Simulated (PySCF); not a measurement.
Gas-phase reaction: 2 Si2H6 + H3SiSiCl3 ⇌ 2 c-Si3H6 + 3 HCl

Energies from PySCF, thermal terms from the rigid-rotor harmonic-oscillator model, ideal gas at 1 bar. † marks an energy on the PBE0/def2-TZVP geometry and frequencies; other levels use their own. CCSD(T) freezes the core. 6-31G* has spherical d functions here. All species are closed-shell singlets. H3SiSiCl3, c-Si3H6: computed as isolated molecules; such fragments, hydroxides, amides, oligomers or adducts are transient or little studied in the gas. CCSD(T) isn't extrapolated to the basis-set limit.

```csv
level,"ΔH°(298 K), kJ"
CCSD(T)/def2-SVP†,524
HF/6-31G*,?
HF/def2-TZVP†,?
PBE0/def2-TZVP,519
ωB97M-V/def2-TZVP†,568
```

Complete the blanks.


- HF/6-31G*, ΔH°(298 K), kJ: 618
- HF/def2-TZVP†, ΔH°(298 K), kJ: 609
